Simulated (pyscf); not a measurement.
PySCF, gas phase, ωB97X-D3(BJ)/def2-SVP geometries.

### Question
How much does it cost (ΔH, 298 K, ωB97M-D3(BJ)/def2-TZVP) to split F–CH(F)–CH₂–Br at its C–H bond into F–C•(F)–CH₂–Br + H•?

### Answer
C–H to F–C•(F)–CH₂–Br + H•: 98.0 kcal/mol. The 7 functionals that were run give +90.8 (PBE) to +98.0 kcal/mol (ωB97M-D3(BJ)). Other isomers of F–C•(F)–CH₂–Br were not searched in full and may lie lower. Elements up to Kr have no core potential and no relativistic terms here.
